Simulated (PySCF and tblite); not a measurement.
Results of a calculation; reference values are marked as such.
System: C4H6S, numbered as in [CH2:1]=[C:2]([CH3:3])[CH:4]=[S:5].

For the rotation about the C2–C4 bond (torsion C1–C2–C4–S5 from -180° to 0°, rising): electronic barrier 9.63 kcal/mol, zero-point change -0.49 kcal/mol, thermal and entropy terms at 400 K a further 0.53 kcal/mol (symmetry numbers apart). The minimum is Cs, the saddle C1. The path came from a restrained scan, a climbing-image band and a saddle search at GFN2-xTB; energies are PBE0/pcSseg-1 + D3(BJ)//B3LYP-D3(BJ)/def2-SVP, thermal terms GFN2-xTB. Rates follow Eyring's equation with the number of equivalent paths and no tunnelling. Programs: tblite and PySCF.

(1) How many equivalent paths lead out of the minimum?

(2) Work out the rate at 400 K.

Answers

(1) 2: the symmetry number of the minimum is 1, that of the saddle displaced along its mode 1, and the displaced saddle is chiral while the minimum is not, which doubles the count.

(2) ΔG‡ = 9.67 kcal/mol; k_B T/h = 8.3×10¹² s⁻¹; exp(−ΔG‡/RT) = 5.2×10⁻⁶; times 2 gives k = 8.6×10⁷ s⁻¹. Wigner's tunnelling factor for the 129i cm⁻¹ mode would be 1.01.
